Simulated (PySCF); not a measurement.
B3LYP has the VWN-RPA correlation part, as in Gaussian. 

Cartesian coordinates (Å):
```xyz
10

C     -1.0471    -0.1298     0.4936
C      0.0343    -0.1752    -0.5911
C      1.3447     0.3639    -0.0858
O      1.9642     1.2645    -0.5888
H     -1.9690    -0.5890     0.1366
H     -1.2709     0.8990     0.7794
H     -0.7317    -0.6679     1.3901
H     -0.2571     0.3871    -1.4786
H      0.2057    -1.2167    -0.8883
H      1.7269    -0.1359     0.8330
```
Charge 0, multiplicity 1.

Problem. Estimate the HOMO, HOMO–LUMO gap, LUMO, dipole moment and total energy that B3LYP-D3(BJ)/def2-TZVP in PySCF returns for this input.

Solution. 
* **HOMO**: -7.17 eV
* **HOMO–LUMO gap**: 6.16 eV
* **LUMO**: -1.00 eV
* **dipole moment**: 2.93 D
* **total energy**: -5258.22 eV
